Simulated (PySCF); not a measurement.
## Ionisation of ethanimine

System: `CC=N` (C2H5N). Non-hydrogen atoms are numbered in `[CH3:1][CH:2]=[NH:3]`.

These are calculated values, ωB97X-D3(BJ)/ma-def2-TZVP in PySCF (grid level 2) at geometries from PBE0-D3(BJ)/def2-SVP. The prefix ma- adds one diffuse s and one diffuse p function on all atoms but H. Zero-point and thermal terms (298.15 K, 1 bar) come from unscaled PBE0-D3(BJ)/def2-SVP harmonic frequencies, with soft modes damped to free rotors in the entropy.

Frontier levels of the parent: HOMO -10.20 eV, LUMO 1.12 eV.

Oxidation to the radical cation:
```
Vertical ionisation energy (electronic)              : 10.26 eV
Adiabatic ionisation energy (with zero-point energy) : 9.43 eV
Adiabatic, electronic part                           : 9.52 eV
Vertical gap at the product's structure              : 8.64 eV
Inner reorganisation energy (four-point)             : 1623 meV
Relaxation of product / of parent                    : 743 / 880 meV
⟨S²⟩ of the product                                  : 0.758
Largest spin populations                             : N3 0.94, C1 0.10, C2 -0.10
Largest changes of atomic charge                     : N3 0.41, H (on N3) 0.15, H (on C2) 0.12, C2 0.11
Distances that move most (Å)                         : C2–N3 1.267 → 1.240; C2–H 1.106 → 1.112
Potential in acetonitrile                            : 6.81 V absolute, 2.27 V against Fc+/Fc computed at 4.54 V (solvation -24 → -275 kJ/mol)
```

Solvents are IEF-PCM continua (electrostatics only, gas-phase structures); absolute potentials refer to an electron at rest in vacuum. Fc+/Fc in acetonitrile, 4.54 V, is ωB97X-D3(BJ)/ma-def2-TZVP on PBE0-D3(BJ)/def2-SVP structures with GFN2-xTB thermal terms. Benchmark calculations put it near 5.0 V in acetonitrile and DMSO, so it is about 0.5 V low, and the value against it can read up to that much too high.

Measured values (NIST Chemistry WebBook, evaluated or the median of agreeing entries): vertical ionisation energy 10.20 eV (computed 10.26, difference 0.06); adiabatic ionisation energy 9.55 eV (computed 9.43, difference -0.12).
